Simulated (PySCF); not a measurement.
Compound: aziridine, C2H5N.
Z-matrix (Å and degrees, PBE0-D3(BJ)/def2-TZVP geometry), rows numbered from 1:
```
C 
C   1  1.4742
N   2  1.4584  1   59.65
H   1  1.0853  2  117.93  3   108.82
H   1  1.0843  2  119.79  3  -103.07
H   2  1.0843  1  119.84  3   103.06
H   2  1.0853  1  117.88  3  -108.78
H   3  1.0134  1  110.28  2   102.50
```

Method: TDDFT CAM-B3LYP/aug-cc-pVTZ, vertical, gas phase, core orbitals frozen in the response (PySCF 2.14.0, density-fitted response routines). Geometry: PBE0-D3(BJ)/def2-TZVP; no solvent, vibrations or thermal averaging.

| state | E (eV) | λ (nm) | ν̃ (cm⁻¹) | f | \|μ\| (D) | symmetry | main configurations (H = HOMO, L = LUMO) |
| --- | --- | --- | --- | --- | --- | --- | --- |
| S1 | 6.16 | 201.1 | 49720 | 0.0023 | 0.31 | A′ | H→L (71%), H→L+1 (10%) |
| S2 | 6.84 | 181.3 | 55170 | 0.020 | 0.87 | A′ | H→L+1 (73%), H→L (15%) |
| S3 | 7.02 | 176.7 | 56590 | 0.0039 | 0.38 | A″ | H→L+2 (87%) |
| S4 | 7.06 | 175.5 | 56980 | 0.058 | 1.47 | A′ | H→L+3 (75%) |
| S5 | 8.02 | 154.5 | 64720 | 0.0002 | 0.09 | – | H→L+5 (55%), H→L+6 (29%) |
| S6 | 8.14 | 152.2 | 65690 | 0.0067 | 0.47 | A″ | H→L+4 (92%) |
| S7 | 8.30 | 149.4 | 66940 | 0.0071 | 0.48 | A″ | H→L+7 (81%), H→L+16 (9%) |
| S8 | 8.33 | 148.9 | 67160 | 0.0072 | 0.48 | A′ | H→L+6 (61%), H→L+5 (29%) |
| S9 | 8.44 | 146.9 | 68090 | 0.011 | 0.59 | A′ | H-1→L (81%) |
| S10 | 8.73 | 142.0 | 70430 | 0.0004 | 0.11 | – | H-2→L (76%) |

Triplets (Tamm–Dancoff): T1 6.00 eV, H→L (64%), H→L+1 (12%); T2 6.72 eV, H→L+1 (59%), H→L (20%); T3 6.97 eV, H→L+2 (84%); T4 6.98 eV, H→L+3 (65%), H→L+1 (14%).

The lowest singlet lies at 6.16 eV (201 nm, ultraviolet) and is very weak; its leading configuration is HOMO→LUMO (71%). The strongest level in the table is S4 at 7.06 eV (175 nm, f = 0.058). Löwdin shares by element: HOMO nitrogen 53%, carbon 31%, hydrogen 7% or more; LUMO hydrogen 81% or more (atoms not listed hold the other 19%). The listed states span 2.57 eV, and the widest gap between neighbours is 0.96 eV (S4 to S5). Of the 10 states listed, 3 reach f = 0.01 and 2 stay under 0.0005. Weighted by f, the mean energy of these states is 7.36 eV. Symmetry labels in Cs follow from the direction of the transition dipole and are given only for states with f of 0.002 or more. Only the lowest 10 singlets were computed, as vertical energies without vibronic structure.
